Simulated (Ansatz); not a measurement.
## Telling isomers of CH5BN apart by their spectra

These gas-phase data were calculated for one isomer of CH5BN at PBE0-D3(BJ)/pcseg-1 (harmonic, unscaled wavenumbers; equilibrium rotational constants with average atomic masses):

| Quantity | Value |
| --- | --- |
| rotational constants | 54.48, 10.37, 8.714 GHz |
| all wavenumbers above 1500 cm⁻¹ | 3601, 3344, 3212, 2719, 2622, 1524 |

Candidates:

(1) `BN[CH2]`, a doublet
(2) `C[B]N`, a doublet
(3) `[CH2]BN`, a doublet

Question: Assign the data to one candidate and say why.

Answer: Candidate (1). The band at 2719 cm⁻¹ lies where the B–H stretch is expected; (2) has no mode between 2350 and 2900 cm⁻¹. 2 modes lie between 2350 and 2900 cm⁻¹, one for each B–H bond, while (3) has 1.

The same quantities for all candidates:

```
     rotational constants (GHz)         wavenumbers above 1500 cm⁻¹  E above the lowest, PBE0-D3(BJ)/pcseg-1 (kcal/mol)
(1)         54.48, 10.37, 8.714  3601, 3344, 3212, 2719, 2622, 1524                                                13.4
(2)           63.39, 8.084, 7.5  3677, 3515, 3145, 3119, 3019, 1598                                                 6.2
(3)         48.91, 9.085, 7.662  3716, 3607, 3242, 3144, 2634, 1616                                                 0.0
```

Harmonic stretches to hydrogen usually lie a few per cent above observed fundamentals. Each candidate is one conformer. Open shells are spin-unrestricted. Programs: Ansatz 0.2.0.
